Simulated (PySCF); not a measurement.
Compound: CH3O2 (doublet state).
SMILES with atom numbers: `[O:1][CH2:2][OH:3]` (hydrogens: H4, H5 on C2; H6 on O3)

Cartesian coordinates in Å at the GFN2-xTB level; atoms count from 1:
```xyz
6
CH3O2 angstrom
O     -0.6846    0.6737    0.9635
C     -0.2970   -0.1364    0.0598
O      0.9572    0.0542   -0.5238
H     -1.0275   -0.2094   -0.8008
H     -0.3143   -1.2136    0.4041
H      1.3693    0.8335   -0.1244
```

The hyperfine couplings belong to this conformer and change with its torsions.

Theory: UKS B3LYP, pcH-1 on C H O, non-relativistic, mean-field spin-orbit, GIAO in PySCF 2.14.0. One conformer (not necessarily the lowest) at the GFN2-xTB geometry, without solvent, vibrations or thermal averaging. The geometry wasn't refined by DFT: couplings that depend on bond lengths, twists or pyramidal angles can differ widely from those at the functional's own minimum.

Principal values of hyperfine tensors in MHz (contact and dipolar terms together), for some of the nuclei:

| atom | isotope | A1 | A2 | A3 | alike by the symmetry of this geometry |
| --- | --- | --- | --- | --- | --- |
| H4 | 1H | 378.38 | 381.85 | 399.74 | H5 |
| C2 | 13C | -74.75 | -63.30 | -61.05 | none |
| O1 | 17O | -261.92 | 65.27 | 67.65 | none |
| H6 | 1H | -10.85 | -6.98 | -0.15 | none |

Question: Split each tensor into its isotropic and traceless parts, and turn a_iso into mT with g = 2.0101.

Answer: a_iso = (A1 + A2 + A3)/3, Ti = Ai − a_iso; 1 mT corresponds to 28.134 MHz.

| atom | a_iso (MHz) | a_iso (mT) | T1 | T2 | T3 |
| --- | --- | --- | --- | --- | --- |
| H4 | 386.66 | 13.743 | -8.28 | -4.81 | 13.08 |
| C2 | -66.37 | -2.359 | -8.38 | 3.06 | 5.32 |
| O1 | -43.00 | -1.528 | -218.92 | 108.27 | 110.65 |
| H6 | -5.99 | -0.213 | -4.85 | -0.99 | 5.84 |

Question: What spin density at the nucleus of C2 lies behind its contact coupling (g_N = 1.40482)?

Answer: a_FC = 800.24 MHz bohr³ × g_N × ρ(0)/(2S). With a_FC = -66.37 MHz and 2S = 1, ρ(0) = -0.05903 bohr⁻³.

Question: O3 (17O, g_N = -0.75752) isn't in the table. Its spin density at the nucleus is -0.005118 bohr⁻³. What is its contact coupling?

Answer: By the same relation, a_FC = 3.10 MHz. Its full tensor has the principal values -13.53, 10.85, 11.99 MHz.

Question: Which nucleus of the table has the largest anisotropic coupling, and what is its form?

Answer: O1: -218.9, 108.3, 110.6 MHz, axial, in the ratio +1:+1:−2, the form that spin in one p orbital centred on that nucleus gives (the nuclear moment is negative).

Question: What first-order splitting does C2 cause when the field lies along A1, A2 or A3 of its tensor (g taken as isotropic, no quadrupole term)?

Answer: 2 lines (I = 1/2), spaced by |A_i|/(g × 13.996): 2.66, 2.25, 2.17 mT along the axes of A1, A2 and A3.
